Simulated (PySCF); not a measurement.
Compound: butanenitrile, C4H7N.
Numbering: `[CH3:1][CH2:2][CH2:3][C:4]#[N:5]` (hydrogens: H6, H7, H8 on C1; H9, H10 on C2; H11, H12 on C3)

Structure used (PBE0-D3(BJ)/def2-SVP), in Å, numbered top down from 1:
```xyz
12
C4H7N angstrom
C     -1.5782   -0.2448   -0.0852
C     -0.1294   -0.5545    0.2492
C      0.7998    0.6152   -0.0859
C      2.1980    0.3435    0.2232
N      3.3004    0.1052    0.4825
H     -2.2313   -1.0941    0.1621
H     -1.9422    0.6301    0.4765
H     -1.7059   -0.0273   -1.1576
H      0.2079   -1.4476   -0.3008
H     -0.0270   -0.7972    1.3191
H      0.4961    1.5191    0.4688
H      0.7272    0.8696   -1.1567
```

Computed at PBE0/pcSseg-1 (PySCF, non-relativistic), with Q(14N) = 0.02044 b: N5, 14N (I = 1): χzz = -4.488 MHz, η = 0.034.

Q: Find the zero-field quadrupole resonance frequencies of 14N at N5.

A: From ν± = (3/4)|χ|(1 ± η/3) and ν0 = |χ|η/2: ν+ 3.404 MHz, ν− 3.327 MHz, ν0 0.077 MHz (nitrile nitrogen).

In a crystal, neighbours and librations shift these lines. One conformer (not necessarily the lowest) at the PBE0-D3(BJ)/def2-SVP geometry, without solvent, vibrations or thermal averaging. With a basis this small, the couplings can be 20 % off.
